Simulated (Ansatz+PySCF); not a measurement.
The numbers below are computed, except where a source is named.
## Several solutions for singlet CH(+)

| atom | x (Å) | y (Å) | z (Å) |
| --- | --- | --- | --- |
| C | 0.0000 | 0.0000 | -0.2458 |
| H | 0.0000 | 0.0000 | 1.4749 |

Basis set: 6-31G (spherical functions). Charge 1, multiplicity 1.

PBE0 (unrestricted) was run from several starts with Ansatz (development build ahead of 0.2.0) and PySCF 2.14.0.

| run | program | start | converged | energy (hartree) | <S²> |
| --- | --- | --- | --- | --- | --- |
| A | Ansatz | stability test followed | yes | -37.95356 | 0.40 |
| B | Ansatz | atomic start, no search | yes | -37.94993 | 0.00 |
| C | PySCF | program defaults | yes | -37.94993 | 0.00 |
| D | Ansatz | search for the lowest state | yes | -37.95356 | 0.40 |

(1) Which runs reached the lowest solution of this kind, and what is wrong with the others?

Results:

(1) A, D reached the lowest solution found. Converged but too high: B by 0.10 eV, C by 0.10 eV. Convergence only shows a stationary point, and even a stable one can lie too high; stability tests and further starts are what find lower ones. Caution: the unrestricted determinant is spin contaminated.
